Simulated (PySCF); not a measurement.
Process, species as SMILES: O (H2O) + H+ → [OH3+]
B3LYP-D3(BJ)/def2-TZVP geometries, fixed; electronic energies without zero-point terms; positive where energy is released.

How fast the proton affinity converges with the basis for several methods (PySCF): deviation from each method's own reference, in kcal/mol. References: B3LYP 171.14 kcal/mol, the value in aug-pcseg-3; HF 175.62 kcal/mol, the value in aug-pcseg-3; PBE 170.78 kcal/mol, the value in aug-pcseg-3. All functions are spherical. Density fitting with generated auxiliary sets. No added dispersion term, no relativity. 

| basis | functions | B3LYP | HF | PBE |
|---|---|---|---|---|
| def2-SVPD | 47 | -1.17 | ? | -1.18 |
| aug-pcseg-1 | 50 | -3.33 | ? | -3.28 |
| def2-TZVPP | 73 | 1.46 | ? | 1.85 |
| jun-cc-pV(T+d)Z | 81 | -0.25 | ? | -0.17 |
| aug-pcseg-2 | 115 | -0.14 | ? | -0.13 |
| aug-cc-pVTZ | 115 | -0.27 | ? | -0.20 |
| cc-pVQZ | 145 | 1.43 | ? | 1.79 |
| def2-QZVPP | 147 | 0.43 | ? | 0.59 |

Problem. What belongs in the gaps?

Solution. 
- def2-SVPD, HF: -1.64
- aug-pcseg-1, HF: -4.03
- def2-TZVPP, HF: 0.50
- jun-cc-pV(T+d)Z, HF: -0.45
- aug-pcseg-2, HF: -0.25
- aug-cc-pVTZ, HF: -0.33
- cc-pVQZ, HF: 0.48
- def2-QZVPP, HF: 0.07

Mean absolute deviation over def2-TZVPP, jun-cc-pV(T+d)Z, aug-pcseg-2, aug-cc-pVTZ: HF 0.38, B3LYP 0.53, PBE 0.59 kcal/mol.
